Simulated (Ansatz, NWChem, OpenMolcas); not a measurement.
# A ladder of methods for BN2H5 (SMILES NBN)

BN2H5 has 8 atoms, charge 0, and is taken as a singlet. SMILES: `NBN`. Geometry: relaxed at PBE0-D4/def2-TZVP.

```xyz
8

N    -0.9710    0.5165   -0.5811
B     0.1942    0.3866    0.2005
N     0.8482   -0.8452    0.4014
H    -1.4268   -0.2445   -1.0534
H    -1.4239    1.4009   -0.7137
H     0.6497    1.3686    0.7180
H     1.6767   -0.9198    0.9609
H     0.5450   -1.7203    0.0116
```

Quantity: the vertical energy of the triplet above the singlet, in eV. The values are calculated.

```json
{"level": "PBE/6-311+G**", "kind": "GGA", "program": "OpenMolcas", "value (eV)": "5.42", "less CCSD(T)/6-311+G**": "-0.42"}
{"level": "TPSS/6-311+G**", "kind": "meta-GGA", "program": "OpenMolcas", "value (eV)": "5.50", "less CCSD(T)/6-311+G**": "-0.34"}
{"level": "r2SCAN/6-311+G**", "kind": "meta-GGA", "program": "NWChem", "value (eV)": "5.62", "less CCSD(T)/6-311+G**": "-0.22"}
{"level": "PBE0/6-311+G**", "kind": "global hybrid", "program": "OpenMolcas", "value (eV)": "5.70", "less CCSD(T)/6-311+G**": "-0.14"}
{"level": "HSE06/6-311+G**", "kind": "range-separated hybrid", "program": "Ansatz", "value (eV)": "5.68", "less CCSD(T)/6-311+G**": "-0.16"}
{"level": "wB97X/6-311+G**", "kind": "range-separated hybrid", "program": "NWChem", "value (eV)": "6.33", "less CCSD(T)/6-311+G**": "+0.49"}
{"level": "PBE-QIDH/6-311+G**", "kind": "double hybrid", "program": "Ansatz", "value (eV)": "6.04", "less CCSD(T)/6-311+G**": "+0.20"}
{"level": "RPA@PBE/6-311+G**", "kind": "RPA", "program": "Ansatz", "value (eV)": "5.44", "less CCSD(T)/6-311+G**": "-0.40"}
{"level": "MP2/6-311+G**", "kind": "perturbation theory", "program": "Ansatz", "value (eV)": "6.23", "less CCSD(T)/6-311+G**": "+0.39"}
{"level": "CCSD(T)/6-311+G**", "kind": "coupled cluster or CI", "program": "Ansatz", "value (eV)": "5.84", "less CCSD(T)/6-311+G**": "0.00"}
```

Differences are taken from CCSD(T)/6-311+G** for orientation; it has basis-set and higher-order errors of its own. Its T1 diagnostic reaches 0.048, a sign that one reference may not serve. The values span 5.42 to 6.33 eV.
